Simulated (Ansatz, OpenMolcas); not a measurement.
# From Ansatz to OpenMolcas

Ansatz 0.2.0 runs this on BPH6 (SMILES [BH3-][PH3+]):

input.yaml:
```yaml
crystal:
  periodic: [false, false, false]
  atoms:
    - {symbol: B, position_ang: [-0.556100, 0.227200, -0.914000]}
    - {symbol: P, position_ang: [0.433900, -0.181600, 0.667700]}
    - {symbol: H, position_ang: [-1.693400, 0.343100, -0.520100]}
    - {symbol: H, position_ang: [-0.367800, -0.730200, -1.628000]}
    - {symbol: H, position_ang: [-0.055500, 1.254200, -1.309900]}
    - {symbol: H, position_ang: [0.418800, 0.755700, 1.718800]}
    - {symbol: H, position_ang: [1.823100, -0.380300, 0.547100]}
    - {symbol: H, position_ang: [0.089200, -1.345200, 1.382600]}
basis:
  gaussian: {orbitals: 3-21G.json}
accuracy: high
output: {orbitals: {seedname: orbitals}}
hamiltonian: {xc: hf}
```

```bash
$ ansatz run input.yaml --threads 1 --pin off --max-ram 3480MiB --events-out events.jsonl --progress --plain --runs-dir runs
```

(Basis files named in the input come from the Basis Set Exchange and aren't shown.)

The coordinates come from a PBE0-D4/def2-TZVP relaxation.

It gives a total energy of -366.948025 Eh.

Q: How is this level of theory, on these atoms, set up in OpenMolcas 26.06 as an input file of the program's own, asking for the gradient?

A: For example:

test.inp:
```
* BH6P Hartree-Fock

&GATEWAY
  BASLIB
  $CurrDir
  COORD
  8
  angstrom
  B       -0.556100       0.227200      -0.914000
  P        0.433900      -0.181600       0.667700
  H       -1.693400       0.343100      -0.520100
  H       -0.367800      -0.730200      -1.628000
  H       -0.055500       1.254200      -1.309900
  H        0.418800       0.755700       1.718800
  H        1.823100      -0.380300       0.547100
  H        0.089200      -1.345200       1.382600
  BASIS
  3-21G
  GROUP
  NoSym

&SEWARD

&SCF
  THRESHOLDS
  1e-10 1e-07 1e-07 1e-05
  PRORBITALS
  0

&ALASKA
```

```bash
$ export MOLCAS_MEM=1860
$ pymolcas test.inp > test.log
```

(Basis files named in the input come from the Basis Set Exchange and aren't shown.)

Its energy is -366.948025 Eh, 0.000 mEh from the first.
